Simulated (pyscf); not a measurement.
H₂Si=SbH + H₂ → H₃Si–SbH₂, an addition across a multiple bond or ene-type step (singlet surface; H–H broken, H–Si, H–Sb formed). Single points on ωB97X-D3(BJ)/def2-SVP structures (PySCF, gas phase). Energies in kJ/mol from the separated reactants.

Small-basis levels: PySCF, no dispersion term, spherical d functions. AM1 to PM7: differences of heats of formation from MOPAC, which are fitted to 298 K values and so differ in kind from electronic energies by zero-point and thermal terms. Cost: rough CPU time at the saddle relative to B3LYP/6-31G*+LANL2DZ, from one job on a shared machine.

```json
[
 {"level": "HF/6-31G*+LANL2DZ", "barrier": "186.7", "reaction energy": "-148.7", "cost": "0.1"},
 {"level": "MP2/6-31G*+LANL2DZ", "barrier": "195.4", "reaction energy": "-105.0", "cost": "0.2"},
 {"level": "SVWN5/6-31G*+LANL2DZ", "barrier": "89.6", "reaction energy": "-136.0", "cost": "0.9"},
 {"level": "B3LYP/LANL2DZ", "barrier": "___", "reaction energy": "-118.2", "cost": "0.7"},
 {"level": "B3LYP/6-31G*+LANL2DZ", "barrier": "___", "reaction energy": "-120.9", "cost": "1"},
 {"level": "B3LYP/def2-SVP", "barrier": "120.5", "reaction energy": "-127.9", "cost": "2"},
 {"level": "PM6", "barrier": "236.3", "reaction energy": "+10.1", "cost": "under 0.02"},
 {"level": "ωB97M-D3(BJ)/def2-TZVP", "barrier": "___", "reaction energy": "-138.2", "cost": "–"}
]
```

Problem. What belongs in the gaps?

Solution. 
- B3LYP/LANL2DZ, barrier: 192.2
- B3LYP/6-31G*+LANL2DZ, barrier: 149.2
- ωB97M-D3(BJ)/def2-TZVP, barrier: 110.4

Against the last row the barrier runs from -20.8 (SVWN5/6-31G*+LANL2DZ) to +126.0 kJ/mol (PM6). ωB97M-D3(BJ)/def2-TZVP has limits of its own. At the saddle there is also a short H–Si contact that neither side keeps. One saddle was located; it need not be the lowest between these sides. In the def2 sets elements past Kr carry core potentials, without spin-orbit coupling.
